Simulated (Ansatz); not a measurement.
## MgS (charge -1): a test of scalar relativity, step by step

Computed with the Python package of Ansatz (0.2.0).

Notebook, run cell by cell (the value of a cell's last expression is shown):

```python
import ansatz as az
from ase import Atoms
import numpy as np
```

```python
XC = 'hf'
CHARGE = -1

atoms = Atoms(['Mg', 'S'], positions=[
    [0.0, 0.0, 0.0],
    [0.0, 0.0, 2.44],
])
mgs = az.Crystal.molecule_from_ase(atoms)
```

```python
job = (
    mgs.calculation()
    .functional(XC)
    .charge(CHARGE)  # electrons removed from the neutral system
    .spin('collinear', total=1)
    .scf(lower_state_search='off')
    .forces()  # eV per angstrom
)
# a set contracted for a scalar-relativistic Hamiltonian goes with the relativistic run
sets = {'none': 'cc-pVTZ', 'scalar': 'cc-pVTZ-DK'}
found = {kind: job.basis(gaussian=basis).pseudopotentials(relativity=kind).run().report for kind, basis in sets.items()}
for kind, each in found.items():
    dipole = 4.803205 * np.linalg.norm(each['charge_distribution']['dipole_moment_e_ang'])
    print(f'{kind:7s} E = {each["free_energy_ev"]:.4f} eV  dipole {dipole:.3f} D  largest force component {np.abs(each["forces_ev_ang"]).max():.4f} eV/A')
print(f'relativity lowers the total energy by {found["none"]["free_energy_ev"] - found["scalar"]["free_energy_ev"]:.3f} eV')
```

    none    E = -16250.5419 eV  dipole 2.636 D  largest force component 1.6942 eV/A
    scalar  E = -16288.2722 eV  dipole 2.522 D  largest force component 1.6523 eV/A
    relativity lowers the total energy by 37.730 eV

Caveats:
- These settings explore the input space; basis and method may be short of convergence.
- The geometry is a force-field or estimated start, not a minimum of this method. The basis set changes with the Hamiltonian (a set recontracted for scalar relativity), and most of the change in the total lies in the cores.
- The run takes the species as open-shell (spin multiplicity 2), which needn't be its ground state.
- The expectation value of S² is noticeably off S(S+1) in at least one run, so that state is spin-contaminated.
- An ion's dipole depends on the origin; the program takes it about the centre of nuclear charge.
- The spin state was assumed, and another may lie lower.
- Anions want diffuse functions, which this basis lacks.
- Timing: 1.5 s on 1 thread of Arm Neoverse V2 (shared host), peak memory 0.16 GiB.
